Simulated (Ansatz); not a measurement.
C3H8S2, SMILES CC(C)SS, a ranking of conformers

Computed with Ansatz's Python interface.

At the Python prompt:
```pycon
>>> import ansatz as az
>>> from rdkit import Chem
>>> from rdkit.Chem import AllChem
>>> rd = Chem.AddHs(Chem.MolFromSmiles("CC(C)SS"))
>>> ids = list(AllChem.EmbedMultipleConfs(rd, numConfs=20, randomSeed=352, pruneRmsThresh=0.4))
>>> field = [energy for _, energy in AllChem.MMFFOptimizeMoleculeConfs(rd)]
>>> distinct = {round(e, 2): i for i, e in zip(ids, field)}
>>> chosen = sorted(distinct.items())[:5]
>>> found = []
>>> for force_field, index in chosen:
...     mol = az.Crystal.molecule()
...     for atom, xyz in zip(rd.GetAtoms(), rd.GetConformer(index).GetPositions()):
...         mol = mol.atom(atom.GetSymbol(), xyz.round(5).tolist())
...     model = (
...         mol.calculation()
...         .basis(gaussian="cc-pVDZ")
...         .functional("pbe0")
...     )
...     found.append(model.run(threads=1).report["free_energy_ev"])
...
>>> print("conformer   MMFF (kcal/mol)   this level (kJ/mol)")
conformer   MMFF (kcal/mol)   this level (kJ/mol)
>>> for (force_field, index), e in zip(chosen, found):
...     print(f"{index:9d} {force_field - chosen[0][0]:17.2f} {96.485332 * (e - min(found)):17.3f}")
...
        0              0.00             0.532
        2              0.83             0.000
        3              0.86             0.645
```

The conformers keep their force-field geometries. The whole script took 18 s on 1 thread of Arm Neoverse V1 (shared host), peak memory 0.38 GiB.
